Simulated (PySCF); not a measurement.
# Lithium: a sound run and one with changed settings

Sound run: Li [He] 2s1, Li⁺ 1s2. Calculation: PySCF 2.14, in aug-cc-pVDZ; no relativity, point nucleus. The sound run starts from symmetry-adapted Hartree-Fock orbitals and uses a fine grid where one is needed.

Changed run: radial step 0.8 in ln r (0.13 in the sound run). This setting is unsound on purpose.

```csv
species,method,sound run (hartree),changed run (hartree),converged
Li,UHF,-7.43243,-7.43243,yes
Li,PBE0,-7.46620,-7.46804,yes
Li,TPSS,-7.48810,-7.48590,yes
Li⁺,UHF,-7.23612,-7.23612,yes
Li⁺,PBE0,-7.26175,-7.26307,yes
Li⁺,TPSS,-7.28606,-7.28460,yes
```

Ionisation energy of Li:

| method | sound run (eV) | changed run (eV) |
| --- | --- | --- |
| UHF | 5.342 | 5.342 |
| PBE0 | 5.563 | 5.577 |
| TPSS | 5.498 | 5.478 |

A coarse radial grid mis-integrates the density and the exchange-correlation energy, with errors of either sign; Hartree-Fock needs no grid.

For comparison, NIST gives 5.392 eV between the lowest levels.
